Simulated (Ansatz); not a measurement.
# Energy profile

The step: SiH₄S ([SiH3][SH]) + NH₃ → SiNH₅ ([NH2][SiH3]) + H₂S; bonds formed: Si1–N7, S2–H6; bonds broken: Si1–S2, H6–N7 (atoms numbered as in the saddle structure below).

```xyz
10
angstrom
Si -0.8249 -0.6476 0.1311
S 2.0142 -0.6544 0.5435
H -0.4404 -1.8897 -0.5585
H -0.8164 -0.5318 1.5985
H -2.2516 -0.3947 -0.2744
H 0.9822 0.5809 -0.4100
N -0.0777 0.8390 -0.6951
H 2.0218 0.1009 1.6541
H -0.2318 0.8753 -1.6994
H -0.3755 1.7220 -0.2897
```

Electronic energies by CCSD(T) at an estimated basis limit (MP2 extrapolated from triple and quadruple zeta, plus CCSD(T) − MP2 in triple zeta), on PBE0-D4/def2-TZVP structures; SiNH₇S, closed shell; no counterpoise correction. Program: Ansatz 0.2.0. Basis: def2-TZVPP and def2-QZVPP. Cores are frozen in the correlated methods. Extrapolation: Hartree–Fock as exp(−7.88 √X), correlation as X^−2.97.

(1) Give the profile in kJ/mol, counted from the separated reactants. (An estimate is asked for; the value comes from the calculation.)

T1 diagnostic: at most 0.011.

Answers

(1) By the calculation:
```csv
point,kJ/mol
"separated: SiH₄S (linked as [SiH3][SH]; Si1, S2, H3, H4, H5, H8; singlet) + NH₃ (H6, N7, H9, H10; singlet)",0.0
start structure,-15.7
saddle,93.2
end structure,2.3
"separated: SiNH₅ (linked as [NH2][SiH3]; Si1, H3, H4, H5, N7, H9, H10; singlet) + H₂S (S2, H6, H8; singlet)",13.5
```

For scale, one of the runs: CCSD(T)/def2-TZVPP, 213 basis functions, launched by `ansatz run in.yaml --threads 4 --pin off --events-out ev --progress --plain --max-ram 9574MiB`. The run took 34 s on 4 CPU threads of an Arm Neoverse V1 (shared host), with 2.8 GiB of host memory at its peak.
